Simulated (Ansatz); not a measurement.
**TiOCl2 (TiCl₂O): structure and electronic state**

Aim: characterise TiOCl2 (TiCl₂O) as a singlet: its structure, frontier levels and distribution of charge.

Computed with Ansatz 0.2.0, Gaussian basis. Level: RKS PBE0-D4/def2-TZVP.

The runs, in order: relaxation at PBE-D4/def2-SVP; a search for the lowest solution at PBE0-D4/def2-SVP; a single point at PBE0-D4/def2-TZVP.

2 further runs of the same task are left out: 2 set aside as unsound or not needed. Runs told in other sessions of the task aren't counted.

## (1) The system as given

4 atoms, charge 0, spin multiplicity 1.

Atoms are counted from 1 here; the program's logs count them from 0.

Bond lengths: Ti1–O2 1.589 Å, Ti1–Cl3 2.146 Å, Ti1–Cl4 2.146 Å. Angles: O2–Ti1–Cl3 106.5°, O2–Ti1–Cl4 106.6°, Cl3–Ti1–Cl4 103.6°.

As a file:

```xyz
4

Ti    0.14034   -0.00447    0.57872
O     1.60871   -0.02105   -0.02737
Cl   -0.85113    1.69937   -0.27028
Cl   -0.89793   -1.67384   -0.28108
```

Formally the metal is d0. No spin-orbit coupling is included.

The start is a GFN2-xTB geometry.

## (2) Optimising with PBE-D4/def2-SVP

Contents of in.yaml:

```yaml
crystal:
  periodic: [false, false, false]
  atoms:
    - {symbol: Ti, position_ang: [0.140340, -0.004470, 0.578720]}
    - {symbol: O, position_ang: [1.608710, -0.021050, -0.027370]}
    - {symbol: Cl, position_ang: [-0.851130, 1.699370, -0.270280]}
    - {symbol: Cl, position_ang: [-0.897930, -1.673840, -0.281080]}
basis:
  gaussian: {orbitals: def2-SVP}
hamiltonian: {xc: pbe, dispersion: d4}
scf: {omitted_lower_state_checks: [starts]}
output: {orbitals: {seedname: orbitals}}
relax: {f_tol: 0.02, max_steps: 100}
```

The run is started by

```
$ ansatz run in.yaml --threads 4 --pin off --events-out ev --progress --plain --max-ram 3916MiB
```

Further steps of the session: Searching for the lowest solution, PBE0-D4/def2-SVP; Single point, PBE0-D4/def2-TZVP.

Before running them: what should the planned runs give, taken together? Wanted: point group; near neighbours of the metal; HOMO, LUMO at PBE0-D4/def2-TZVP; charge on the metal; dipole at PBE-D4/def2-SVP.

**Answer**, as computed:

| quantity | value |
| --- | --- |
| point group | Cs |
| near neighbours of the metal | O 1.60, Cl 2.22, Cl 2.22 Å |
| HOMO, LUMO at PBE0-D4/def2-TZVP | -9.26, -3.92 eV |
| charge on the metal (Mulliken, PBE0-D4/def2-TZVP) | +1.23 e |
| dipole at PBE-D4/def2-SVP | 2.13 D |

In words: The molecule keeps its bonding pattern by the stored test; the atoms moved 0.28 Å (rms), and the angle Cl3–Ti1–Cl4 went from 104° to 125°. The metal has 3 near neighbours by the distance rule, from 1.60 to 2.22 Å. The Mulliken charge of the metal, +1.23 e, depends on the basis and isn't its oxidation state. No usable vibrations, so a minimum isn't proven. The HOMO lies nearest to Cl3, Cl4 about 40 % each; O2 19 % and the LUMO to Ti1 88 %. Whether this spin is the lowest isn't tested here.
